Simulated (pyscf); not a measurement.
`[IH]` + `[SiH4]` → `[SiH3][I]` + `[H][H]`, a four-centre exchange (singlet surface; H–I, H–Si broken, I–Si, H–H formed). Structures and frequencies: ωB97X-D3(BJ)/def2-SVP in PySCF. Energies in kcal/mol from the separated reactants.

AM1 to PM7: differences of heats of formation from MOPAC, which are fitted to 298 K values and so differ in kind from electronic energies by zero-point and thermal terms. 

### Question
Quick PM6 single points give ΔE‡ = 1.1 kcal/mol and ΔE = -32.7 kcal/mol. What does ωB97M-D3(BJ)/def2-TZVP give, and how far is the quick result from it?

### Answer
ωB97M-D3(BJ)/def2-TZVP gives ΔE‡ = 38.4 kcal/mol and ΔE = -13.5 kcal/mol. PM6 lies 37.3 kcal/mol under it in the barrier and 19.2 kcal/mol under it in the reaction energy, so on this step it does not hold to within 3.0 kcal/mol. ωB97M-D3(BJ)/def2-TZVP has limits of its own. One saddle was located; it need not be the lowest between these sides. In the def2 sets elements past Kr carry core potentials, without spin-orbit coupling.
